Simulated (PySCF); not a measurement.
First SCF of a structure search on triplet SiN₂, at a hand-made linear geometry. PySCF input:

```python
from pyscf import gto, scf, dft
mol = gto.M(atom='''
Si     0.000000     0.000000     0.000000
N      0.000000     0.000000     1.670000
N      0.000000     0.000000    -1.670000''',
    basis={'Si': 'def2-TZVP', 'N': 'def2-TZVP'},
    charge=0, spin=2)
mf = dft.UKS(mol, xc='PBE0')
mf.grids.atom_grid = (50, 194)
aux = {'Si': 'def2-universal-JKFIT', 'N': 'def2-universal-JKFIT'}
mf = mf.density_fit(auxbasis=aux)
mf.conv_tol = 1e-08
mf.diis_space = 10
mf.max_cycle = 60
mf.init_guess = 'minao'
mf.verbose = 4
mf.kernel()
```

Excerpt of the output (cycles alone):

```
init E= -398.560699532507
cycle= 1 E= -398.532601235453  delta_E= 0.0281  |g|= 0.227  |ddm|= 1.28
cycle= 2 E= -398.468557059123  delta_E= 0.064  |g|= 0.456  |ddm|= 0.552
cycle= 3 E= -398.577134383021  delta_E= -0.109  |g|= 0.0425  |ddm|= 0.333
cycle= 4 E= -398.580195658821  delta_E= -0.00306  |g|= 0.0259  |ddm|= 0.0686
cycle= 5 E= -398.581977789665  delta_E= -0.00178  |g|= 0.00829  |ddm|= 0.0625
cycle= 6 E= -398.582287684607  delta_E= -0.00031  |g|= 0.00235  |ddm|= 0.0353
cycle= 7 E= -398.582301072571  delta_E= -1.34e-05  |g|= 0.000558  |ddm|= 0.00756
cycle= 8 E= -398.582301788064  delta_E= -7.15e-07  |g|= 0.000108  |ddm|= 0.00201
cycle= 9 E= -398.582301807572  delta_E= -1.95e-08  |g|= 1.14e-05  |ddm|= 0.000379
cycle= 10 E= -398.582301807733  delta_E= -1.62e-10  |g|= 1.51e-06  |ddm|= 2.43e-05
Extra cycle  E= -398.582301807735  delta_E= -1.71e-12  |g|= 1.01e-06  |ddm|= 2.25e-06
converged SCF energy = -398.582301807735  <S^2> = 2.2374244  2S+1 = 3.1543141
```

No lower solution of this spin was found from smeared starts or by a stability analysis within the unrestricted form.

The search for the lowest solution, 3 starts and the stability check together, took 7.2 s on 4 threads of a shared Arm Neoverse V1 host, with 99 basis functions; the process peaked at 0.39 GiB. Launch command: `OMP_NUM_THREADS=4 python axn.py task.json out`.
